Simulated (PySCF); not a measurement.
PySCF input for dimethylamine (C2H7N), SMILES CNC, TDDFT-PBE/def2-SVPD. Geometry optimised at B3LYP-D3(BJ)/def2-TZVP.

```python
import numpy as np
from pyscf import gto, scf, dft, tdscf

mol = gto.M(
    atom='''
    C     0.02005238   -0.22226345    1.21213252
    N    -0.14698537    0.56195426    0.00000000
    C     0.02005238   -0.22226345   -1.21213252
    H     0.97907930   -0.76424351    1.26491348
    H    -0.77968163   -0.96416037    1.27714578
    H    -0.05691811    0.42633019    2.08566155
    H     0.50330986    1.33762903    0.00000000
    H     0.97907930   -0.76424350   -1.26491348
    H    -0.05691812    0.42633018   -2.08566155
    H    -0.77968163   -0.96416037   -1.27714578
    ''',
    basis='def2-SVPD',
    charge=0,
    spin=0,
    symmetry=True,
    max_memory=1600,
    verbose=4,
)
mf = dft.RKS(mol, xc='pbe').density_fit(auxbasis='def2-universal-jkfit')
mf.grids.level = 3
mf.conv_tol = 1e-9
mf.max_cycle = 100
mf.kernel()
mf.grids = dft.Grids(mol).set(level=1).build(with_non0tab=True)  # coarser grid for the response kernel
td = tdscf.TDDFT(mf)
td.singlet = True
td.nstates = 10
td.conv_tol = 1e-4
td.positive_eig_threshold = 1e-6
td.kernel(x0=td.get_init_guess(mf, 15))
td.analyze()
tt = tdscf.TDA(mf)
tt.singlet = False
tt.nstates = 4
tt.conv_tol = 1e-4
tt.positive_eig_threshold = 1e-6
tt.kernel(x0=tt.get_init_guess(mf, 9))
tt.analyze(verbose=3)
```

Output:

```
PySCF version 2.14.0

[INPUT] verbose = 4
[INPUT] num. atoms = 10
[INPUT] num. electrons = 26
[INPUT] charge = 0
[INPUT] spin (= nelec alpha-beta = 2S) = 0
[INPUT] symmetry True subgroup None
[INPUT] Mole.unit = angstrom
[INPUT] Symbol           X                Y                Z      unit          X                Y                Z       unit  Magmom
[INPUT]  1 C      0.020052380000  -0.222263450000   1.212132520000 AA    0.037893506346  -0.420017048001   2.290598489479 Bohr   0.0
[INPUT]  2 N     -0.146985370000   0.561954260000   0.000000000000 AA   -0.277762093618   1.061939645933   0.000000000000 Bohr   0.0
[INPUT]  3 C      0.020052380000  -0.222263450000  -1.212132520000 AA    0.037893506346  -0.420017048001  -2.290598489479 Bohr   0.0
[INPUT]  4 H      0.979079300000  -0.764243510000   1.264913480000 AA    1.850191731231  -1.444210926376   2.390340048471 Bohr   0.0
[INPUT]  5 H     -0.779681630000  -0.964160370000   1.277145780000 AA   -1.473384745054  -1.821999039459   2.413455745344 Bohr   0.0
[INPUT]  6 H     -0.056918110000   0.426330190000   2.085661550000 AA   -0.107559639428   0.805647297734   3.941329118036 Bohr   0.0
[INPUT]  7 H      0.503309860000   1.337629030000   0.000000000000 AA    0.951117791193   2.527752522968   0.000000000000 Bohr   0.0
[INPUT]  8 H      0.979079300000  -0.764243500000  -1.264913480000 AA    1.850191731231  -1.444210907479  -2.390340048471 Bohr   0.0
[INPUT]  9 H     -0.056918120000   0.426330180000  -2.085661550000 AA   -0.107559658325   0.805647278837  -3.941329118036 Bohr   0.0
[INPUT] 10 H     -0.779681630000  -0.964160370000  -1.277145780000 AA   -1.473384745054  -1.821999039459  -2.413455745344 Bohr   0.0

nuclear repulsion = 84.2031430184493
point group symmetry = Cs
symmetry origin: [-4.36090645e-09  5.08772417e-09 -5.12410627e-17]
symmetry axis x: [ 1.00000000e+00 -1.58376325e-09 -7.13180577e-10]
symmetry axis y: [-1.58376325e-09 -1.00000000e+00  3.30814994e-10]
symmetry axis z: [-7.13180578e-10 -3.30814850e-10 -1.00000000e+00]
num. orbitals of irrep A' = 64
num. orbitals of irrep A" = 52
number of shells = 52
number of NR pGTOs = 160
number of NR cGTOs = 116
basis = def2-SVPD
ecp = {}


[settings echo left out]
init E= -134.849480906965
HOMO (A') = -0.273173044772546  LUMO (A') = -0.0209571986429959  gap/eV = 6.86314
cycle= 1 E= -134.836141379865  delta_E= 0.0133  |g|= 0.417  |ddm|= 3.82
HOMO (A') = -0.0906949213536392  LUMO (A') = 0.025512111378883  gap/eV = 3.16215
cycle= 2 E= -134.751295633196  delta_E= 0.0848  |g|= 0.717  |ddm|= 2.52
HOMO (A') = -0.186645014144133  LUMO (A') = 0.00545267960496121  gap/eV = 5.22724
cycle= 3 E= -134.884905694019  delta_E= -0.134  |g|= 0.0901  |ddm|= 1.62
HOMO (A') = -0.179623010821519  LUMO (A') = 0.00453910283196279  gap/eV = 5.01131
cycle= 4 E= -134.886490024573  delta_E= -0.00158  |g|= 0.0327  |ddm|= 0.129
HOMO (A') = -0.182112527468417  LUMO (A') = 0.00446847964292019  gap/eV = 5.07713
cycle= 5 E= -134.886707898161  delta_E= -0.000218  |g|= 0.0057  |ddm|= 0.0667
HOMO (A') = -0.182161254089398  LUMO (A') = 0.00425428669106198  gap/eV = 5.07263
cycle= 6 E= -134.886715502558  delta_E= -7.6e-06  |g|= 0.000812  |ddm|= 0.0144
HOMO (A') = -0.182177919002243  LUMO (A') = 0.00426315367173791  gap/eV = 5.07332
cycle= 7 E= -134.886715714172  delta_E= -2.12e-07  |g|= 9.93e-05  |ddm|= 0.00181
HOMO (A') = -0.182180730331627  LUMO (A') = 0.0042596087036797  gap/eV = 5.07330
cycle= 8 E= -134.886715717121  delta_E= -2.95e-09  |g|= 1.1e-05  |ddm|= 0.000219
HOMO (A') = -0.182183647023539  LUMO (A') = 0.00425841364219215  gap/eV = 5.07335
cycle= 9 E= -134.886715717158  delta_E= -3.65e-11  |g|= 1.47e-06  |ddm|= 2.72e-05
HOMO (A') = -0.182183376767482  LUMO (A') = 0.0042584210781702  gap/eV = 5.07334
Extra cycle  E= -134.886715717159  delta_E= -1.14e-12  |g|= 1.12e-06  |ddm|= 6.2e-06
converged SCF energy = -134.886715717159
tot grids = 32784
Overwritten attributes  positive_eig_threshold  of <class 'pyscf.tdscf.rks.CasidaTDDFT'>


******** <class 'pyscf.tdscf.rks.CasidaTDDFT'> for <class 'pyscf.df.df_jk.DFSymAdaptedRKS'> ********
nstates = 10 singlet
deg_eia_thresh = 1.000e-03
wfnsym = None
conv_tol = 0.0001
eigh lindep = 1e-12
eigh level_shift = 0
eigh max_cycle = 100


Excitation energies (eV)
[5.11579153 5.97339467 6.20102119 7.04617704 7.13867125 7.81349478
 7.88118684 8.26607624 8.34967223 8.88459874]

** Singlet excitation energies and oscillator strengths **
Excited State   1:   A'      5.11579 eV    242.36 nm  f=0.0062
      13 -> 14        0.70649
Excited State   2:   A"      5.97339 eV    207.56 nm  f=0.0049
      13 -> 15       -0.70678
Excited State   3:   A'      6.20102 eV    199.94 nm  f=0.0306
      13 -> 16       -0.70528
Excited State   4:   A'      7.04618 eV    175.96 nm  f=0.0102
      13 -> 17       -0.64385
      13 -> 18        0.28857
Excited State   5:   A'      7.13867 eV    173.68 nm  f=0.0886
      13 -> 17       -0.28627
      13 -> 18       -0.64260
Excited State   6:   A"      7.81349 eV    158.68 nm  f=0.0186
      13 -> 20        0.70303
Excited State   7:   A'      7.88119 eV    157.32 nm  f=0.0046
      13 -> 19        0.70038
Excited State   8:   A"      8.26608 eV    149.99 nm  f=0.0764
      13 -> 21        0.69962
Excited State   9:   A'      8.34967 eV    148.49 nm  f=0.0068
      13 -> 22        0.70087
Excited State  10:   A"      8.88460 eV    139.55 nm  f=0.0095
      12 -> 14        0.39643
      13 -> 23       -0.58303

** Transition electric dipole moments (AU) **
state          X           Y           Z        Dip. S.      Osc.
  1         0.1696     -0.1440     -0.0000      0.0495      0.0062
  2         0.0000     -0.0000     -0.1830      0.0335      0.0049
  3         0.4397     -0.0895     -0.0000      0.2014      0.0306
  4         0.2065     -0.1294      0.0000      0.0594      0.0102
  5         0.4110     -0.5810     -0.0000      0.5065      0.0886
  6        -0.0000     -0.0000      0.3113      0.0969      0.0186
  7         0.0885     -0.1261     -0.0000      0.0237      0.0046
  8        -0.0000      0.0000      0.6143      0.3773      0.0764
  9         0.0481     -0.1755     -0.0000      0.0331      0.0068
 10        -0.0000      0.0000      0.2093      0.0438      0.0095

** Transition velocity dipole moments (imaginary part, AU) **
state          X           Y           Z        Dip. S.      Osc.
  1         0.0286     -0.0269      0.0000      0.0015      0.0055
  2         0.0000      0.0000     -0.0366      0.0013      0.0041
  3         0.1122     -0.0179     -0.0000      0.0129      0.0378
  4         0.0515     -0.0299      0.0000      0.0035      0.0091
  5         0.1122     -0.1566     -0.0000      0.0371      0.0943
  6         0.0000      0.0000      0.0906      0.0082      0.0190
  7         0.0236     -0.0330     -0.0000      0.0016      0.0038
  8         0.0000     -0.0000      0.1863      0.0347      0.0762
  9         0.0134     -0.0497     -0.0000      0.0027      0.0058
 10         0.0000     -0.0000      0.0718      0.0052      0.0105

** Transition magnetic dipole moments (imaginary part, AU) **
state          X           Y           Z
  1        -0.0000      0.0000     -0.4901
  2         0.1741      0.3529      0.0000
  3         0.0000     -0.0000      0.1699
  4         0.0000     -0.0000     -0.6414
  5         0.0000     -0.0000      0.0851
  6         0.0782      0.0165     -0.0000
  7         0.0000     -0.0000      0.6477
  8        -0.3542     -0.0968     -0.0000
  9         0.0000     -0.0000      0.4785
 10         0.9079      0.0680     -0.0000
Overwritten attributes  positive_eig_threshold  of <class 'pyscf.tdscf.rks.TDA'>


******** <class 'pyscf.tdscf.rks.TDA'> for <class 'pyscf.df.df_jk.DFSymAdaptedRKS'> ********
nstates = 4 triplet
deg_eia_thresh = 1.000e-03
wfnsym = None
conv_tol = 0.0001
eigh lindep = 1e-12
eigh level_shift = 0
eigh max_cycle = 100


Excitation energies (eV)
[4.94603395 5.8796928  5.94476758 6.86341689]

** Triplet excitation energies and oscillator strengths **
Excited State   1:   A'      4.94603 eV    250.67 nm  f=0.0000
Excited State   2:   A"      5.87969 eV    210.87 nm  f=0.0000
Excited State   3:   A'      5.94477 eV    208.56 nm  f=0.0000
Excited State   4:   A'      6.86342 eV    180.65 nm  f=0.0000
```

The run converged.

Cost: roughly 30 core-seconds.
